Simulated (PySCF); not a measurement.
**Ionising BP**

PBE0; basis B def2-TZVP, P def2-TZVP; no relativity; PySCF 2.14. Neutral (UKS): triplet (σ ↑, π ↑), Re = 1.736 Å, ωe = 985 cm⁻¹, De = 3.63 eV, HOMO -7.02 eV, LUMO -4.54 eV.

BP⁺ (UKS): quartet (σ ↑, π ↑↑), Re = 1.846 Å, ωe = 779 cm⁻¹, De = 3.01 eV to B⁺ + P. The energies at the minima are -365.88683 hartree for BP and -365.54607 for BP⁺.

(1) Work out the adiabatic ionisation energy, without and with harmonic zero-point energies (1 hartree = 27.2114 eV, 1 eV = 8065.5 cm⁻¹), and the change of the bond length.

For an ion De counts to the pair picked by the measured ionisation energies or electron affinities, which need not be the lowest pair at this level. States were picked by a PBE0 search and need not be the measured ground states.

Results:

(1) At PBE0: 0.34076 hartree = 9.273 eV between the minima; the zero-point term (779.0 − 985.0)/2 cm⁻¹ = -0.013 eV makes it 9.260 eV. Re changes by +11.0 pm against the neutral. The electron leaves a π orbital, and the longer bond of the ion fits a bonding orbital, or a change in how ionic the bond is.
